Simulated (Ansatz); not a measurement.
Two isomers of C2H6O2S: A = `CS(C)(=O)=O`, B = `CC(O)(O)S`.

Calculated with Ansatz (gas phase, PBE0-D4/def2-TZVP geometries, no zero-point term in ΔE). CCSD(T)/CBS is the MP2 limit (def2-TZVPP, def2-QZVPP) plus CCSD(T) − MP2 in def2-TZVPP, frozen cores. DFT in def2-TZVPP. B3LYP here is the variant with VWN-RPA as its local correlation; programs differ in this. Each species was taken in one conformer, which may not be the lowest.

**Question.** Which is lower in electronic energy at CCSD(T)/CBS, and by how much? (An estimate is asked.)

**Answer.** Ansatz gave: B, by 9.2 kcal/mol.

**Question.** Give E(B) − E(A) in kcal/mol with r2SCAN-D4, BLYP-D4, PBE-D4, B3LYP-D4, CCSD/def2-TZVPP, LDA (SPW92), HF/def2-TZVPP. (Estimate.)

**Answer.** Computed: r2SCAN-D4 -3.5, BLYP-D4 -7.9, PBE-D4 -5.8, B3LYP-D4 -9.2, CCSD/def2-TZVPP -15.0, LDA (SPW92) -7.7, HF/def2-TZVPP -14.7. None reverses the order clearly.

**Question.** Does the order hold for the free energy at 298.15 K (harmonic terms from PBE0-D4)? (Estimate.)

**Answer.** Ansatz gave: Yes: G(B) − G(A) = -11.0 kcal/mol, for one conformer each.

Largest T1 diagnostic: 0.015.

From BLYP to BHLYP (50 % exact exchange), in def2-TZVPP and without D4, E(B) − E(A) moves by −2.9 kcal/mol. In def2-TZVPP, CCSD(T) changes the Hartree–Fock value by +1.0 kcal/mol (the triples alone add +1.3 kcal/mol) and MP2 by +6.7 kcal/mol.
